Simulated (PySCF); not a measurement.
The numbers are results of PBE-D3(BJ)/def2-TZVP // PBE0-D3(BJ)/def2-TZVP (PySCF), not measurements. Gas-phase values, no solvent. One relaxed conformer stands for a flexible species; it need not be the lowest. Excitations are Tamm–Dancoff values on a coarser integration grid. The basis has no diffuse functions, so Rydberg states are missing or too high.

Reference species (SMILES): `C=C=C` (neutral, multiplicity 1).

| Quantity | Result |
|---|---|
| S1 excitation (TDA) | 5.86 eV |
| S1 oscillator strength | 0.000 |

Changed species: `C=C=CC=S` (X = thioformyl; the reference has X = H).

Question: Predict the effect on the S1 excitation (TDA) and S1 oscillator strength.

Answer: the S1 excitation (TDA) falls by 3.81 eV, to 2.05 eV; the S1 oscillator strength is nearly the same.
